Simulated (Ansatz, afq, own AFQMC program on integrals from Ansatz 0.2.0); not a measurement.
**NH₂O (quartet): quantum Monte Carlo beside coupled cluster, cc-pVDZ**

How near does AFQMC come to the top of the ladder for NH₂O (quartet)?

Computed with Ansatz 0.2.0, Gaussian basis, and an in-house AFQMC program (afq) on its integrals; all values are calculated. Level: cc-pVDZ, frozen cores.

The runs, in order: PBE (unrestricted); r2SCAN (unrestricted); PBE0 (unrestricted); B3LYP (unrestricted); wB97M-V (unrestricted); B2PLYP (unrestricted); CCSD(T) on UHF; CCSD(T) on UHF; CCSD(T) on UHF; Phaseless AFQMC, CISD trial on UHF.

### Step 1. The system

The geometry is a PBE0/def2-TZVP stationary point (not a proven minimum) of the parent state, kept for this charge and spin.

4 atoms, charge 0, spin multiplicity 4.

Atoms are counted from 1 here; the program's logs count them from 0.

Bond lengths: N1–O2 1.262 Å, N1–H3 1.014 Å, N1–H4 1.014 Å. Angles: O2–N1–H3 120.2°, O2–N1–H4 120.2°, H3–N1–H4 119.6°.

### Step 2. PBE (unrestricted)

The input, in.yaml:

```yaml
crystal:
  periodic: [false, false, false]
  atoms:
    - {symbol: N, position_ang: [0.000000, 0.000000, 0.598418]}
    - {symbol: O, position_ang: [0.000000, 0.000000, -0.663532]}
    - {symbol: H, position_ang: [0.000000, 0.876220, 1.108323]}
    - {symbol: H, position_ang: [0.000000, -0.876220, 1.108323]}
basis:
  gaussian: {orbitals: cc-pVDZ}
magnetization: {spin_polarized: true, initial_magnetization: 3}
hamiltonian: {xc: {name: PBE}}
output: {orbitals: {seedname: orbitals}}
```

Launch:

```
$ ansatz run in.yaml --threads 1 --pin off --events-out ev --progress --plain --max-ram 1843MiB
```

Standard output:

```text
Functional definition: PBE
  name "PBE"
  cite "Perdew, Burke & Ernzerhof, Phys. Rev. Lett. 77, 3865 (1996) doi:10.1103/PhysRevLett.77.3865"
  parent pbe
  parameter kappa = 0.804
  parameter beta = 0.06672455060314922
  exchange = pbe_x(kappa = kappa, mu = beta*pi^2/3)
  correlation = pbe_c(beta = beta)
449 factors; their error is unknown
mean field evaluation 1: about -3553.8938 eV, gradient 2.7e1 eV
mean field evaluation 2: about -3539.0432 eV, gradient 6.5e1 eV
mean field evaluation 4: about -3556.7836 eV, gradient 2.8e0 eV
mean field evaluation 8: about -3556.8011 eV, gradient 9.1e-3 eV
mean field evaluation 16: about -3555.1382 eV, gradient 2.5e0 eV
mean field -3556.80111821 eV, -130.7100302078 hartree, gradient 1.9e-5 eV, S^2 3.753140; 0 other end points of the search recorded, 0 dependent functions left out
reference -3556.80113883 eV, -130.7100309656 hartree; 10, 7 occupied and 28, 31 virtual orbitals, 449 factors
Total energy: -3556.80113883 eV, -130.7100309656 hartree
```

It took 0.66 s on 1 thread of Arm Neoverse V1, shared host; peak memory 0.33 GiB.

From the report: ⟨S²⟩ of the determinant 3.753 (pure quartet: 3.75).

### Step 3. r2SCAN (unrestricted)

Changes to in.yaml since step 2:

```diff
@@ -10,3 +10,2 @@
 magnetization: {spin_polarized: true, initial_magnetization: 3}
-hamiltonian: {xc: {name: PBE}}
-output: {orbitals: {seedname: orbitals}}
+hamiltonian: {xc: {name: r2SCAN}}
```

Launched as before.

Standard output:

```text
Functional definition: r2SCAN
  name "r2SCAN"
  cite "Furness, Kaplan, Ning, Perdew & Sun, J. Phys. Chem. Lett. 11, 8208 (2020) doi:10.1021/acs.jpclett.0c02405"
  cite "Furness, Kaplan, Ning, Perdew & Sun, J. Phys. Chem. Lett. 11, 9248 (2020) doi:10.1021/acs.jpclett.0c03077"
  parent r2scan
  parameter k0 = 0.174
  parameter k1 = 0.065
  parameter a1 = 4.9479
  exchange = r2scan_x(k0 = k0, k1 = k1, a1 = a1)
  correlation = r2scan_c
449 factors; their error is unknown
mean field evaluation 1: about -3556.4762 eV, gradient 2.4e1 eV
mean field evaluation 2: about -3548.2345 eV, gradient 5.1e1 eV
mean field evaluation 4: about -3558.8573 eV, gradient 2.3e0 eV
mean field evaluation 8: about -3558.8912 eV, gradient 1.7e-2 eV
mean field evaluation 16: about -3558.8696 eV, gradient 5.1e-5 eV
mean field -3558.86956517 eV, -130.7860442316 hartree, gradient 5.1e-5 eV, S^2 3.757923; 0 other end points of the search recorded, 0 dependent functions left out
reference -3558.86957286 eV, -130.7860445143 hartree; 10, 7 occupied and 28, 31 virtual orbitals, 449 factors
Total energy: -3558.86957286 eV, -130.7860445143 hartree
```

Wall time 1.8 s (1 thread of Arm Neoverse V1, shared host); peak memory 0.33 GiB.

From the report: ⟨S²⟩ of the determinant 3.758 (pure quartet: 3.75).

### Step 4. PBE0 (unrestricted)

Changes to in.yaml since step 3:

```diff
@@ -10,2 +10,3 @@
 magnetization: {spin_polarized: true, initial_magnetization: 3}
-hamiltonian: {xc: {name: r2SCAN}}
+hamiltonian: {xc: {name: PBE0}}
+output: {orbitals: {seedname: orbitals}}
```

Launched as before.

Standard output, cut to the lines that bear on the results:

```text
Functional definition: PBE0
  name "PBE0"
  cite "Adamo & Barone, J. Chem. Phys. 110, 6158 (1999) doi:10.1063/1.478522"
  cite "Perdew, Burke & Ernzerhof, Phys. Rev. Lett. 77, 3865 (1996) doi:10.1103/PhysRevLett.77.3865"
  parent pbe
[...]
351 factors; integrals over basis functions are off by at most 1.3e-3 eV
[...]
a density is far from that of the atoms, so the factors are made again for it
373 factors; integrals over basis functions are off by at most 1.1e-3 eV
mean field -3556.68409230 eV, -130.7057295849 hartree, gradient 2.4e-5 eV, S^2 3.756228; 0 other end points of the search recorded, 0 dependent functions left out
reference -3556.68410773 eV, -130.7057301521 hartree; 10, 7 occupied and 28, 31 virtual orbitals, 373 factors
Total energy: -3556.68410773 eV, -130.7057301521 hartree
```

It took 1.8 s on 1 thread of Arm Neoverse V1, shared host; peak memory 0.33 GiB.

From the report: ⟨S²⟩ of the determinant 3.756 (pure quartet: 3.75).

### Step 5. B3LYP (unrestricted)

Changes to in.yaml since step 4:

```diff
@@ -10,3 +10,2 @@
 magnetization: {spin_polarized: true, initial_magnetization: 3}
-hamiltonian: {xc: {name: PBE0}}
-output: {orbitals: {seedname: orbitals}}
+hamiltonian: {xc: {name: B3LYP}}
```

Launched as before.

Standard output, cut to the lines that bear on the results:

```text
Functional definition: B3LYP
  name "B3LYP"
  cite "Stephens, Devlin, Chabalowski & Frisch, J. Phys. Chem. 98, 11623 (1994) doi:10.1021/j100096a001"
  cite "Becke, Phys. Rev. A 38, 3098 (1988) doi:10.1103/PhysRevA.38.3098"
  cite "Lee, Yang & Parr, Phys. Rev. B 37, 785 (1988) doi:10.1103/PhysRevB.37.785"
  cite "Vosko, Wilk & Nusair, Can. J. Phys. 58, 1200 (1980) doi:10.1139/p80-159"
[...]
351 factors; integrals over basis functions are off by at most 1.3e-3 eV
[...]
a density is far from that of the atoms, so the factors are made again for it
372 factors; integrals over basis functions are off by at most 1.1e-3 eV
mean field -3560.51167953 eV, -130.8463908214 hartree, gradient 2.6e-5 eV, S^2 3.755456; 0 other end points of the search recorded, 0 dependent functions left out
reference -3560.51182100 eV, -130.8463960201 hartree; 10, 7 occupied and 28, 31 virtual orbitals, 372 factors
Total energy: -3560.51182100 eV, -130.8463960201 hartree
```

Wall time 1.8 s (1 thread of Arm Neoverse V1, shared host); peak memory 0.33 GiB.

From the report: ⟨S²⟩ of the determinant 3.755 (pure quartet: 3.75).

### Step 6. wB97M-V (unrestricted)

Changes to in.yaml since step 5:

```diff
@@ -10,2 +10,3 @@
 magnetization: {spin_polarized: true, initial_magnetization: 3}
-hamiltonian: {xc: {name: B3LYP}}
+hamiltonian: {xc: {name: wB97M-V}}
+output: {orbitals: {seedname: orbitals}}
```

The command is unchanged.

Standard output, cut to the lines that bear on the results:

```text
Functional definition: wB97M-V
  name "wB97M-V"
  cite "Mardirossian & Head-Gordon, J. Chem. Phys. 144, 214110 (2016) doi:10.1063/1.4952647"
  cite "Becke, J. Chem. Phys. 107, 8554 (1997) doi:10.1063/1.475007"
  cite "Vydrov & Van Voorhis, J. Chem. Phys. 133, 244103 (2010) doi:10.1063/1.3521275"
  # Of w^i u^j: cxij and so on, Table III.
[...]
  gx(w, u) = 1 - cx + cx01*u + cx10*w
  gss(w, u) = css00 + css04*u^4 + css10*w + css20*w^2 + css43*w^4*u^3
  gos(w, u) = cos00 + cos10*w + (cos20 + cos21*u)*w^2 + (cos60 + cos61*u)*w^6
[...]
      + integral(e_c_pw_mod_opposite_spin*gos(b97_w_opposite, b97_u_opposite)) + vv10(b, c)
351 factors; integrals over basis functions are off by at most 1.3e-3 eV
95 factors; integrals over basis functions are off by at most 4.5e-6 eV
[...]
a density is far from that of the atoms, so the factors are made again for it
372 factors; integrals over basis functions are off by at most 1.1e-3 eV
95 factors; integrals over basis functions are off by at most 4.5e-6 eV
mean field -3558.98243423 eV, -130.7901920928 hartree, gradient 2.3e-5 eV, S^2 3.755204; 0 other end points of the search recorded, 0 dependent functions left out
reference -3558.98245732 eV, -130.7901929414 hartree; 10, 7 occupied and 28, 31 virtual orbitals, 372 factors
Total energy: -3558.98245732 eV, -130.7901929414 hartree
```

Run time: 6.5 s. Hardware: 1 thread of Arm Neoverse V1, shared host; peak memory 0.33 GiB.

From the report: ⟨S²⟩ of the determinant 3.755 (pure quartet: 3.75).

### Step 7. B2PLYP (unrestricted)

Changes to in.yaml since step 6:

```diff
@@ -10,3 +10,3 @@
 magnetization: {spin_polarized: true, initial_magnetization: 3}
-hamiltonian: {xc: {name: wB97M-V}}
-output: {orbitals: {seedname: orbitals}}
+hamiltonian: {xc: {name: B2PLYP}}
+correlation: {electrons: outside_noble_gas}
```

Launched as before.

Standard output, cut to the lines that bear on the results:

```text
Functional definition: B2PLYP
  name "B2PLYP"
  cite "Grimme, J. Chem. Phys. 124, 034108 (2006) doi:10.1063/1.2148954"
  cite "Becke, Phys. Rev. A 38, 3098 (1988) doi:10.1103/PhysRevA.38.3098"
  cite "Lee, Yang & Parr, Phys. Rev. B 37, 785 (1988) doi:10.1103/PhysRevB.37.785"
[...]
351 factors; integrals over basis functions are off by at most 1.3e-3 eV
[...]
a density is far from that of the atoms, so the factors are made again for it
373 factors; integrals over basis functions are off by at most 1.1e-3 eV
[...]
mean field -3554.32506320 eV, -130.6190368646 hartree, gradient 3.0e-6 eV, S^2 3.760646; 1 other end points of the search recorded, 0 dependent functions left out
2 core orbitals not correlated: weight in the atoms' cores, before any rotation towards them, 1.000 or more for the frozen orbitals, at most 0.000 for the correlated occupied ones
reference -3554.32515294 eV, -130.6190401625 hartree; 8, 5 occupied and 28, 31 virtual orbitals, 373 factors
second order -10.25758042 eV of doubles, -0.00000000 eV of singles
Total energy: -3557.09469965 eV, -130.7208191269 hartree
```

Wall time 2.1 s (1 thread of Arm Neoverse V1, shared host); peak memory 0.33 GiB.

From the report: ⟨S²⟩ of the determinant 3.761 (pure quartet: 3.75).

### Step 8. CCSD(T) on UHF

Changes to in.yaml since step 7:

```diff
@@ -10,3 +10,2 @@
 magnetization: {spin_polarized: true, initial_magnetization: 3}
-hamiltonian: {xc: {name: B2PLYP}}
-correlation: {electrons: outside_noble_gas}
+correlation: {method: ccsd_t, electrons: outside_noble_gas, hamiltonian_folder: ham}
```

The command is unchanged.

Standard output, cut to the lines that bear on the results:

```text
Functional definition: HF
  name "HF"
  cite "Fock, Z. Phys. 61, 126 (1930) doi:10.1007/BF01340294"
  parent pbe
[...]
351 factors; integrals over basis functions are off by at most 1.3e-3 eV
[...]
a density is far from that of the atoms, so the factors are made again for it
372 factors; integrals over basis functions are off by at most 1.1e-3 eV
[...]
mean field -3542.23845913 eV, -130.1748623577 hartree, gradient 5.4e-6 eV, S^2 3.768902; 5 other end points of the search recorded, 0 dependent functions left out
determinant -3542.23845913 eV, -130.1748623577 hartree, with singles and doubles -3551.17280560 eV, -130.5031935344 hartree
determinant -3540.29493362 eV, -130.1034391124 hartree, with singles and doubles -3548.55677466 eV, -130.4070561708 hartree
determinant -3540.26741154 eV, -130.1024276947 hartree, with singles and doubles -3549.19015050 eV, -130.4303323036 hartree
2 core orbitals not correlated: weight in the atoms' cores, before any rotation towards them, 1.000 or more for the frozen orbitals, at most 0.000 for the correlated occupied ones
reference -3542.23845913 eV, -130.1748623577 hartree; 8, 5 occupied and 28, 31 virtual orbitals, 372 factors
second order -8.16014129 eV of doubles, -0.00000000 eV of singles
cycle   1  -8.93441778 eV  change   -7.1e-5 eV  update   8.0e-4
[...]
cycle   8  -8.93497097 eV  change    6.3e-6 eV  update   3.0e-6
perturbative correction -0.24075522 eV, -0.0088475913 hartree
Total energy: -3551.41418533 eV, -130.5120640759 hartree
```

Wall time 2.3 s (1 thread of Arm Neoverse V1, shared host); peak memory 0.33 GiB.

From the report: ⟨S²⟩ of the determinant 3.769 (pure quartet: 3.75); correlation -9.1757 eV; T1 0.030; largest double amplitude 0.06.

This run also writes the integrals to the folder ham.

### Step 9. CCSD(T) on UHF

Changes to in.yaml since step 8:

```diff
@@ -8,4 +8,4 @@
 basis:
-  gaussian: {orbitals: cc-pVDZ}
+  gaussian: {orbitals: def2-TZVPP}
 magnetization: {spin_polarized: true, initial_magnetization: 3}
-correlation: {method: ccsd_t, electrons: outside_noble_gas, hamiltonian_folder: ham}
+correlation: {method: ccsd_t, electrons: outside_noble_gas}
```

Launched as before.

Standard output, cut to the lines that bear on the results:

```text
Functional definition: HF
  name "HF"
  cite "Fock, Z. Phys. 61, 126 (1930) doi:10.1007/BF01340294"
  parent pbe
[...]
554 factors; integrals over basis functions are off by at most 1.2e-3 eV
[...]
a density is far from that of the atoms, so the factors are made again for it
567 factors; integrals over basis functions are off by at most 1.2e-3 eV
[...]
mean field -3543.99891494 eV, -130.2395579154 hartree, gradient 5.5e-6 eV, S^2 3.773316; 6 other end points of the search recorded, 0 dependent functions left out
determinant -3543.99891494 eV, -130.2395579154 hartree, with singles and doubles -3555.07645718 eV, -130.6466500840 hartree
determinant -3542.15468786 eV, -130.1717838202 hartree, with singles and doubles -3553.20413761 eV, -130.5778436090 hartree
determinant -3542.06222249 eV, -130.1683857804 hartree, with singles and doubles -3552.48486557 eV, -130.5514108490 hartree
determinant -3541.12391661 eV, -130.1339036755 hartree, with singles and doubles -3552.59678017 eV, -130.5555236345 hartree
2 core orbitals not correlated: weight in the atoms' cores, before any rotation towards them, 1.000 or more for the frozen orbitals, at most 0.000 for the correlated occupied ones
reference -3543.99891494 eV, -130.2395579154 hartree; 8, 5 occupied and 80, 83 virtual orbitals, 567 factors
second order -10.32490115 eV of doubles, -0.00000000 eV of singles
cycle   1  -11.00829679 eV  change    -1.0e0 eV  update   1.9e-2
[...]
cycle  12  -11.04054589 eV  change    1.3e-6 eV  update   1.7e-6
perturbative correction -0.41691397 eV, -0.0153213057 hartree
Total energy: -3555.45637480 eV, -130.6606117991 hartree
```

Run time: 13 s. Hardware: 1 thread of Arm Neoverse V1, shared host; peak memory 0.41 GiB.

From the report: ⟨S²⟩ of the determinant 3.773 (pure quartet: 3.75); correlation -11.4575 eV; T1 0.031; largest double amplitude 0.05.

### Step 10. CCSD(T) on UHF

Changes to in.yaml since step 9:

```diff
@@ -8,3 +8,3 @@
 basis:
-  gaussian: {orbitals: def2-TZVPP}
+  gaussian: {orbitals: "def2-QZVPP.json"}
 magnetization: {spin_polarized: true, initial_magnetization: 3}
```

Launched as before.

Standard output, cut to the lines that bear on the results:

```text
Functional definition: HF
  name "HF"
  cite "Fock, Z. Phys. 61, 126 (1930) doi:10.1007/BF01340294"
  parent pbe
[...]
1071 factors; integrals over basis functions are off by at most 6.6e-4 eV
[...]
a density is far from that of the atoms, so the factors are made again for it
1080 factors; integrals over basis functions are off by at most 6.6e-4 eV
[...]
mean field -3544.38357390 eV, -130.2536938714 hartree, gradient 4.9e-6 eV, S^2 3.773344; 7 other end points of the search recorded, 0 dependent functions left out
determinant -3544.38357390 eV, -130.2536938714 hartree, with singles and doubles -3556.27869275 eV, -130.6908314264 hartree
determinant -3542.83228681 eV, -130.1966851222 hartree, with singles and doubles -3554.65308380 eV, -130.6310913993 hartree
determinant -3542.46705887 eV, -130.1832632431 hartree, with singles and doubles -3553.70380818 eV, -130.5962061637 hartree
determinant -3542.01681019 eV, -130.1667169093 hartree, with singles and doubles -3554.27853133 eV, -130.6173268498 hartree
determinant -3540.91863830 eV, -130.1263598366 hartree, with singles and doubles -3552.07284932 eV, -130.5362695310 hartree
2 core orbitals not correlated: weight in the atoms' cores, before any rotation towards them, 1.000 or more for the frozen orbitals, at most 0.000 for the correlated occupied ones
reference -3544.38357390 eV, -130.2536938714 hartree; 8, 5 occupied and 164, 167 virtual orbitals, 1080 factors
second order -11.13478632 eV of doubles, -0.00000000 eV of singles
cycle   1  -11.70136674 eV  change    -1.4e0 eV  update   2.4e-2
[...]
cycle  12  -11.74643840 eV  change    1.0e-5 eV  update   3.5e-6
perturbative correction -0.47282374 eV, -0.0173759520 hartree
Total energy: -3556.60283604 eV, -130.7027434725 hartree
```

Run time: 5.6 min. Hardware: 1 thread of Arm Neoverse V1, shared host; peak memory 1.4 GiB.

From the report: ⟨S²⟩ of the determinant 3.773 (pure quartet: 3.75); correlation -12.2193 eV; T1 0.031; largest double amplitude 0.05.

### Step 11. Phaseless AFQMC, CISD trial on UHF

It reads the integrals that the CCSD(T) run on this determinant wrote.

Launch:

```
$ afq ham --method phaseless --trial cisd --walkers 60 --populations 1 --least-time 40 --time-step 0.005 --steps-per-block 50 --equilibration-blocks 28 --max-blocks 300 --target-error 0.00043 --factor-cut 1e-05 --start spin_pure --seed 3962 --release-times 0.24,0.51,0.99,1.62,2.4 --release-step 0.03 --release-every 4 --taylor-order 6
```

Standard output:

```text
orbitals 36  electrons 8 5  factors 281 of 372
reference energy -130.17486236 Eh
CCSD correlation -0.32835402 Eh in 13 cycles, weight of the determinant in the CISD state 0.8838
energy of the start -130.502489 Eh
 block  time / (1/Eh)  mean weight  energy / Eh
     1     0.250  0.9964  -130.499796
     2     0.500  0.9994  -130.502815
     3     0.750  0.9983  -130.511285
     4     1.000  1.0003  -130.514249
     5     1.250  0.9965  -130.506833
     6     1.500  1.0042  -130.509507
     7     1.750  1.0002  -130.509228
     8     2.000  0.9974  -130.507264
     9     2.250  0.9986  -130.507462
    10     2.500  0.9999  -130.516850
    17     4.250  0.9979  -130.512475
    25     6.250  0.9939  -130.508383
    33     8.250  0.9962  -130.516202
    41    10.250  0.9988  -130.505527
    49    12.250  1.0007  -130.508601
    57    14.250  1.0033  -130.528607
    65    16.250  1.0020  -130.510902
    73    18.250  0.9996  -130.515034
    81    20.250  0.9992  -130.514110
    89    22.250  1.0010  -130.521104
    97    24.250  0.9993  -130.504916
   105    26.250  1.0013  -130.513578
   113    28.250  0.9979  -130.510801
   121    30.250  0.9993  -130.506920
   129    32.250  1.0017  -130.505976
   137    34.250  1.0006  -130.513399
   145    36.250  1.0012  -130.518860
   153    38.250  1.0013  -130.504587
   161    40.250  1.0009  -130.506238
   169    42.250  0.9963  -130.520514
   177    44.250  1.0014  -130.517131
   185    46.250  0.9982  -130.515879
   193    48.250  0.9970  -130.514627
   201    50.250  1.0056  -130.511383
   209    52.250  0.9973  -130.507235
   217    54.250  0.9987  -130.517629
   225    56.250  0.9996  -130.511481
   233    58.250  1.0008  -130.505625
   241    60.250  1.0027  -130.508280
   249    62.250  0.9958  -130.505597
   257    64.250  0.9995  -130.513835
   265    66.250  0.9986  -130.511365
   273    68.250  1.0002  -130.519377
   281    70.250  0.9980  -130.501814
   289    72.250  1.0013  -130.507985
   297    74.250  1.0006  -130.508674
   305    76.250  1.0012  -130.506698
   313    78.250  1.0026  -130.506472
   321    80.250  1.0017  -130.517836
blocks merged  error / Eh  count
     1  0.000347  300
     2  0.000428  150
     4  0.000490  75
     8  0.000583  37
    16  0.000676  18
    32  0.000698  9
released: time / (1/Eh)  energy / Eh  error  mean overlap
  0.24  -130.512994  0.000779  0.9853
  0.51  -130.513121  0.000574  0.9843
  0.99  -130.514244  0.000654  0.9692
  1.62  -130.512450  0.000676  1.0078
  2.40  -130.513760  0.000773  0.9912
energy -130.512548 +/- 0.000676 Eh
```

Run time: 8.9 min. Hardware: 1 thread of Arm Neoverse V1, shared host; peak memory 0.34 GiB.

Energy -3551.4274 ± 0.0184 eV. Caveats: constraint bias not in the error; error above the target.

### Step 12. All levels side by side

On the UHF determinant, counted from CCSD(T) (a yardstick, not exact):

| level | energy (eV) | from CCSD(T) (kJ/mol) | statistical error (kJ/mol) | time |
| --- | --- | --- | --- | --- |
| HF | -3542.2385 | +885.3 |  |  |
| MP2 | -3550.3986 | +98.0 |  |  |
| CCSD | -3551.1734 | +23.2 |  |  |
| CCSD(T) | -3551.4142 | 0.0 |  |  |
| Phaseless AFQMC, CISD trial, step 0.005, 60 walkers | -3551.4274 | -1.3 | 1.8 | 8.9 min |

The functionals' totals stand on their own zeros and serve differences with other points: PBE -3556.801 eV; r2SCAN -3558.870 eV; PBE0 -3556.684 eV; B3LYP -3560.512 eV; wB97M-V -3558.982 eV; B2PLYP -3557.095 eV.

### Step 13. Results

| quantity | value |
| --- | --- |
| Phaseless AFQMC, CISD trial on UHF from CCSD(T) | -1.3 ± 1.8 kJ/mol |

What this shows: On UHF the phaseless walk with the CISD trial lies -1.3 kJ/mol from CCSD(T), within three error bars. Error bars are statistical and leave out the constraint, the time step and what remains of the start.
